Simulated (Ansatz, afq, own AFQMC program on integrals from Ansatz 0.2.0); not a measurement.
# Atomization energy of C$_{2}$H$_{2}$, singlet

```xyz
4

C     0.0000    0.0000    0.5985
C     0.0000    0.0000   -0.5985
H     0.0000    0.0000    1.6632
H     0.0000    0.0000   -1.6632
```

Connectivity, by distances: CH–CH.

Atoms in their ground-state spins without spin–orbit coupling (mostly on UHF) minus the molecule (RHF), without zero-point energy. The geometry is a stationary point, not shown to be a minimum.

Basis cc-pVDZ. Only valence electrons are correlated. Integrals, coupled cluster, full CI and functionals: Ansatz 0.2.0; the random walks run on the same integrals in our own AFQMC program. ph-AFQMC/CISD is guided by a CISD state made of CCSD amplitudes; releasing the constraint for a short imaginary time cuts its bias at the price of noise, slowly where states lie close. Free AFQMC starts from the CCSD state and is never constrained. Its projection time is finite, and what remains of the start isn't in its error. Error bars are statistical, one sigma. The errors of all members are added in quadrature.

No full CI on the walks' own integrals is used here; CCSDT(Q) serves as the reference and is uncertain by about the last step of the cluster series. Each member takes its own surest rung, up to full CI.

The best estimate is CCSD(T) at the basis-set limit (CBS: def2-TZVPP and def2-QZVPP, with their diffuse functions for anions and beside diffuse sets, CCSD(T) itself extrapolated) plus the step from CCSD(T) to CCSDT(Q) in cc-pVDZ. Rows without CBS are in cc-pVDZ, the functionals in def2-TZVP; B2PLYP and the wave-function rows carry a basis error of their own. Core correlation and relativity beyond core potentials are missing, and ± holds the sampling alone.

Cautions: other spins of the molecule weren't checked.

Problem. Estimate: order these levels by their error in the atomization energy against the best estimate, smallest first.
A. r2SCAN
B. CCSD(T)/CBS
C. CCSD
D. HF/CBS

Solution. B (1.9 kJ/mol), A (7.8 kJ/mol), C (166.2 kJ/mol), D (459.3 kJ/mol).

Best estimate: 1689.6 kJ/mol.

Best estimates are given only where the step beyond CCSD(T) is under 0.3 eV and no member's determinant is very poor (T1 over 0.05, or 0.07 for open shells, ⟨S²⟩ too high by 0.3, two states mixed), so the hardest cases are missing from such tables.

The functionals ran in a triple-zeta set and keep a basis error of their own, a few kJ/mol for each bond in atomization energies and more for double hybrids, so close places among them and the extrapolated levels can swap.

Each member of a difference takes its own highest rung, so a best estimate needn't equal the limit plus the step of one row. A walk keeps the symmetry of its determinant, which the program's search chose and which needn't be the lowest solution, so a lower state of the same spin and another symmetry isn't excluded.
